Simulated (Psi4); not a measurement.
# SiF2 (SMILES F[Si]F) at r2SCAN/def2-TZVP

Aim: the vertical ionisation energy of SiF2 at r2SCAN/def2-TZVP, from 2 runs. 

The calculation is run with Psi4 1.11.

**1. The molecule**

The species is SiF2 (3 atoms), meant as a singlet with charge 0. SMILES: `F[Si]F`. Geometry: relaxed at PBE0-D4/def2-TZVP.

Bond lengths: F1–Si2 1.602 Å, Si2–F3 1.602 Å. Angles: F1–Si2–F3 100.6°.

**2. Energy and gradient at r2SCAN/def2-TZVP**

f2si.xyz

```xyz
3
F2Si
F      0.166300     1.246800     0.229400
Si    -0.594900    -0.046400    -0.330100
F      0.428600    -1.200400     0.100700
```

job.py

```python
import psi4

psi4.set_memory('1600 MB')
psi4.set_num_threads(1)
psi4.core.set_output_file('f2si.out', False)

with open('f2si.xyz') as f:
    atoms = ''.join(f.readlines()[2:])
m = psi4.geometry('0 1\n' + atoms + 'symmetry c1')

options = {'puream': True, 'e_convergence': 1e-09, 'd_convergence': 1e-08, 'scf_type': 'pk', 'dft_radial_points': 99, 'dft_spherical_points': 590}
psi4.set_options(options)

result, w = psi4.gradient('r2scan/def2-TZVP', molecule=m, return_wfn=True)
psi4.oeprop(w, 'MAYER_INDICES', 'QUADRUPOLE', 'MULLIKEN_CHARGES')
print('gradient / Eh bohr^-1')
print(result.np.round(6))
print(f'energy = {w.energy():.10f} Eh')
```

On the command line:

```console
$ python job.py
```

f2si.out:

```text
[...]
  Running in c1 symmetry.
[...]
  Nuclear repulsion =  100.658413605206476
[...]
  Multiplicity = 1
[...]
  Nalpha       = 16
  Nbeta        = 16
[...]
    Number of basis functions: 99
[...]
   @RKS iter   1:  -489.15620735882095   -3.91415e-01   6.30047e-03 DIIS/ADIIS
[...]
   @RKS iter  10:  -489.26342001110191   -3.34808e-11   6.18705e-09 DIIS
[...]
    Orbital Energies [Eh]
    ---------------------
    Doubly Occupied:
       1A    -65.897935     2A    -24.498951     3A    -24.498949
       4A     -5.267581     5A     -3.612604     6A     -3.609038
       7A     -3.605192     8A     -1.175336     9A     -1.154944
      10A     -0.527801    11A     -0.464628    12A     -0.433890
      13A     -0.433758    14A     -0.405383    15A     -0.386804
      16A     -0.268677
[...]
  @RKS Final Energy:  -489.26342001110191
   => Energetics <=
    Nuclear Repulsion Energy =            100.6584136052064764
    One-Electron Energy =                -880.5971471647851558
    Two-Electron Energy =                 332.4731197158001805
    DFT Exchange-Correlation Energy =     -41.7978061673234649
    Empirical Dispersion Energy =           0.0000000000000000
    VV10 Nonlocal Energy =                  0.0000000000000000
    Total Energy =                       -489.2634200111019140
[...]
  -Total Gradient:
     Atom            X                  Y                   Z
    ------   -----------------  -----------------  -----------------
       1       -0.000735372155    -0.001012231040    -0.000000000000
       2        0.001254418697     0.000089404848     0.000000000000
       3       -0.000863478422     0.000899186119    -0.000000000000
[...]
 Multipole Moments:
 ------------------------------------------------------------------------------------
     Multipole            Electronic (a.u.)      Nuclear  (a.u.)        Total (a.u.)
 ------------------------------------------------------------------------------------
 L = 1.  Multiply by 2.5417464519 to convert [e a0] to [Debye]
 Dipole X            :          0.4565555           -0.8292942           -0.3727386
 Dipole Y            :          0.0312982           -0.0568279           -0.0255297
 Dipole Z            :         -0.0000000           -0.0000000           -0.0000000
 Magnitude           :                                                    0.3736119
 L = 2.  Multiply by 1.3450342976 to convert [e a0^2] to [Debye ang]
 Quadrupole XX       :        -47.1610574           29.7646112          -17.3964463
 Quadrupole XY       :          4.7075002           -4.6496571            0.0578431
[...]
  Mulliken Charges: (a.u.)
   Center  Symbol    Alpha    Beta     Spin     Total
       1     F     4.64020  4.64020  0.00000 -0.28040
       2    SI     6.71960  6.71960  0.00000  0.56080
       3     F     4.64020  4.64020  0.00000 -0.28040
   Total alpha = 16.00000, Total beta = 16.00000, Total charge = -0.00000
  Mayer Bond Indices:
[...]
```

On the terminal:

```text
gradient / Eh bohr^-1
[[-7.350e-04 -1.012e-03 -0.000e+00]
 [ 1.254e-03  8.900e-05  0.000e+00]
 [-8.630e-04  8.990e-04 -0.000e+00]]
energy = -489.2634200111 Eh
```

It took 17 s on 1 thread of Intel Xeon 6975P-C (Granite Rapids), shared host; peak memory 0.72 GiB.

**3. The doublet cation: a single-point energy at U-r2SCAN/def2-TZVP**

job.json

```json
{
 "schema_name": "qcschema_input",
 "schema_version": 1,
 "molecule": {
  "schema_name": "qcschema_molecule",
  "schema_version": 2,
  "symbols": ["F", "Si", "F"],
  "geometry": [0.31426145, 2.35611053, 0.43350317, -1.12419807, -0.08768329, -0.62379859, 0.80993662, -2.26842724, 0.19029542],
  "molecular_charge": 1,
  "molecular_multiplicity": 2,
  "fix_symmetry": "c1"
 },
 "driver": "energy",
 "model": {
  "method": "r2scan",
  "basis": "def2-TZVP"
 },
 "keywords": {
  "reference": "uks",
  "puream": true,
  "e_convergence": 1e-09,
  "d_convergence": 1e-08,
  "scf_type": "pk",
  "dft_radial_points": 99,
  "dft_spherical_points": 590,
  "maxiter": 100,
  "scf_properties": ["LOWDIN_CHARGES", "WIBERG_LOWDIN_INDICES", "DIPOLE"]
 }
}
```

On the command line:

```console
$ psi4 --qcschema job.json -n 1 --memory 1600MB
```

stdout:

```text
[...]
  Running in c1 symmetry.
[...]
  Nuclear repulsion =  100.658413757844158
[...]
  Multiplicity = 2
[...]
  Nalpha       = 16
  Nbeta        = 15
[...]
    Number of basis functions: 99
[...]
   @UKS iter   1:  -488.76273005194815    2.06234e-03   5.71535e-03 DIIS/ADIIS
[...]
   @UKS iter  12:  -488.86733840846392   -1.02318e-12   3.55564e-09 DIIS
[...]
   @S^2 Observed:                7.537644774E-01
[...]
    Orbital Energies [Eh]
    ---------------------
    Alpha Occupied:
       1A    -66.280081     2A    -24.794652     3A    -24.794650
       4A     -5.641857     5A     -3.988610     6A     -3.983614
       7A     -3.981598     8A     -1.460564     9A     -1.439464
      10A     -0.821664    11A     -0.750399    12A     -0.714226
      13A     -0.708288    14A     -0.677883    15A     -0.660343
      16A     -0.617853
    Alpha Virtual:
      17A     -0.415384    18A     -0.303415    19A     -0.248880
      20A     -0.048804    21A     -0.039361    22A     -0.023677
      23A     -0.008843    24A     -0.005905    25A      0.003112
[...]
  @UKS Final Energy:  -488.86733840846392
   => Energetics <=
    Nuclear Repulsion Energy =            100.6584137578441585
    One-Electron Energy =                -870.5965266046757733
    Two-Electron Energy =                 322.5481593724191498
    DFT Exchange-Correlation Energy =     -41.4773849340514715
    Empirical Dispersion Energy =           0.0000000000000000
    VV10 Nonlocal Energy =                  0.0000000000000000
    Total Energy =                       -488.8673384084639224
[...]
 Multipole Moments:
 ------------------------------------------------------------------------------------
     Multipole            Electronic (a.u.)      Nuclear  (a.u.)        Total (a.u.)
 ------------------------------------------------------------------------------------
 L = 1.  Multiply by 2.5417464519 to convert [e a0] to [Debye]
 Dipole X            :         -0.8747950           -0.8292942           -1.7040891
 Dipole Y            :         -0.0599400           -0.0568279           -0.1167679
 Dipole Z            :          0.0000000            0.0000000            0.0000000
 Magnitude           :                                                    1.7080850
[...]
```

The result, in JSON:

```text
{
 "driver": "energy",
 "model": {
  "method": "r2scan",
  "basis": "def2-TZVP"
 },
 "success": true,
 "return_result": -488.8673384084639,
 "properties": {
  "calcinfo_nbasis": 99,
  "calcinfo_nmo": 99,
  "calcinfo_nalpha": 16,
  "calcinfo_nbeta": 15,
  "calcinfo_natom": 3,
  "nuclear_repulsion_energy": 100.65841375784416,
  "return_energy": -488.8673384084639,
  "scf_one_electron_energy": -870.5965266046758,
  "scf_two_electron_energy": 322.54815937241915,
  "scf_xc_energy": -41.47738493405147,
  "scf_dipole_moment": [-1.7040891268629748, -0.1167679455134955, 8.888541606573436e-15],
  "scf_total_energy": -488.8673384084639,
  "scf_iterations": 12
 }
}
```

Wall time 17 s (1 thread of Intel Xeon 6975P-C (Granite Rapids), shared host); peak memory 0.73 GiB.

**4. Results**

Level: r2SCAN/def2-TZVP.

| quantity | value |
| --- | --- |
| singlet SiF2: total energy | -489.26342 Eh |
| singlet SiF2: dipole moment | 0.95 D |
| singlet SiF2: HOMO energy | -7.31 eV |
| singlet SiF2: LUMO energy | -2.87 eV |
| singlet SiF2: HOMO–LUMO gap | 4.45 eV |
| singlet SiF2: largest force on an atom | 0.065 eV/Å |
| doublet cation: total energy | -488.86734 Eh |
| doublet cation: HOMO energy (highest over α and β) | -16.81 eV |
| doublet cation: LUMO energy (lowest over α and β) | -13.88 eV |
| doublet cation: ⟨S²⟩ | 0.754 |
| vertical ionisation energy (to the doublet cation) | 10.778 eV |

Removing an electron at fixed nuclei costs 10.78 eV (249 kcal/mol). −ε(HOMO) before ionisation, 7.31 eV, is 3.47 eV below this ionisation energy. Mulliken charges (singlet SiF2) run from -0.28 on F1 to +0.56 on Si2.
